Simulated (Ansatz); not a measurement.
# SiN₂H (quartet): from Hartree-Fock to the top rungs, def2-QZVPP

An exercise on one series of results from a longer session: the logs are not shown, and one member is left open.

Program: Ansatz 0.2.0, Gaussian basis. Level of theory: def2-QZVPP, core rule «outside noble gas», up to 7 orbitals frozen. These are calculated values, not measurements.

Plan: UHF; ROHF; CCSD(T) on UHF.

## What is computed

The geometry is a PBE0/def2-TZVP stationary point (not a proven minimum).

4 atoms, charge 0, spin multiplicity 4.

Atoms are counted from 1 here; the program's logs count them from 0.

Bond lengths: N1–Si2 1.697 Å, Si2–N3 1.697 Å, Si2–H4 1.480 Å. Angles: N1–Si2–N3 124.0°, N1–Si2–H4 118.0°, N3–Si2–H4 118.0°.

The first run:

in.yaml

```yaml
crystal:
  periodic: [false, false, false]
  atoms:
    - {symbol: N, position_ang: [0.000000, -0.431982, 1.498918]}
    - {symbol: Si, position_ang: [0.000000, 0.364687, 0.000000]}
    - {symbol: N, position_ang: [0.000000, -0.431982, -1.498918]}
    - {symbol: H, position_ang: [0.000000, 1.844223, 0.000000]}
basis:
  gaussian: {orbitals: "def2-QZVPP.json"}
magnetization: {spin_polarized: true, initial_magnetization: 3}
hamiltonian: {xc: hf}
output: {orbitals: {seedname: orbitals}}
```

The run is started by

```sh
$ ansatz run in.yaml --threads 1 --pin off --events-out ev --progress --plain --max-ram 2393MiB
```

Steps of the session up to this table: UHF; ROHF; CCSD(T) on UHF.

One of the session's tables, all rows but one given; the rest of the session is left out.

It belongs to the step «Misses and costs». 

```
  method  from UCCSD(T) (meV)
    ROHF             +13974.0
     UHF             +12829.0
    UMP2                    ?
   UCCSD               +611.3
UCCSD(T)                    0
```

Estimate the missing values for UMP2.

The run gave: from UCCSD(T) (meV): +2014.2. In the column «from UCCSD(T) (meV)» it lies between UCCSD (+611.3) and UHF (+12829.0).
